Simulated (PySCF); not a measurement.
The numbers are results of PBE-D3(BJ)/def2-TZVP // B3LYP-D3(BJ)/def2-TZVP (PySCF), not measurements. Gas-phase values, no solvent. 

Reference species (SMILES): `[CH3][In][CH3]` (neutral, multiplicity 2).

```yaml
dipole_moment: 0.18 D
```

Changed species: `[CH3]` (radical fragment; the reference has radical fragment).

Question: What does the change do to the dipole moment?

Answer: the dipole moment falls by 0.18 D, to 0.00 D.
